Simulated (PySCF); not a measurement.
## Towards the basis-set limit for BO

State: ²Σ⁺, doublet, unpaired electrons σ ↑. De refers to B + O. ROHF-based CCSD(T) in PySCF 2.14 with B cc-pVTZ, O cc-pVTZ and B cc-pVQZ, O cc-pVQZ (frozen core orbitals: 2; no relativity). Correlation energies are extrapolated as n⁻³ (n = 3, 4), Hartree–Fock as (n+1)·exp(−9√n). CV is the change on freezing 0 orbitals instead, in B cc-pwCVTZ, O cc-pwCVTZ. SR is the spin-free X2C energy in B cc-pVTZ-DK, O cc-pVTZ-DK less the non-relativistic one in B cc-pVTZ, O cc-pVTZ.

```
            Level  Re (Å)  ωe (cm⁻¹)  ωexe (cm⁻¹)  αe (cm⁻¹)  De (eV)
       CCSD(T)/TZ  1.2141     1866.4         11.4     0.0161    8.121
       CCSD(T)/QZ  1.2088     1878.5         11.6     0.0163    8.305
           HF/CBS  1.1778     2097.4         10.4     0.0144    6.055
          MP2/CBS  1.2103     1863.6         11.0     0.0163    9.105
         CCSD/CBS  1.1986     1951.6         11.0     0.0154    8.110
      CCSD(T)/CBS  1.2067     1887.4         11.7     0.0163    8.411
   CCSD(T)/CBS+CV  1.2039     1896.6         11.7     0.0164    8.467
CCSD(T)/CBS+CV+SR  1.2038     1895.8         11.7     0.0164    8.457
```

Problem. How much is left between CCSD(T)/QZ and the basis-set limit, and how much do the triples give at the limit?

Solution. CCSD(T)/CBS less CCSD(T)/QZ: -2.1 mÅ in Re, +8.9 cm⁻¹ in ωe and +0.106 eV in De. CCSD(T)/CBS less CCSD/CBS: +8.1 mÅ in Re, -64.2 cm⁻¹ in ωe and +0.301 eV in De.

Problem. What do the later terms add?

Solution. CV: -2.8 mÅ in Re, +9.2 cm⁻¹ in ωe and +0.056 eV in De; SR: -0.1 mÅ in Re, -0.8 cm⁻¹ in ωe and -0.010 eV in De, each against the row above.

The T1 diagnostic is 0.030. The state was picked by a PBE0 search and need not be the measured ground state. Spin–orbit coupling, excitations beyond (T) and corrections to the Born–Oppenheimer picture are left out.

The whole job (state search and all basis sets along the bond) took about 15 min on 4 threads of Arm Neoverse V1 (shared host), peak memory 7.4 GiB.
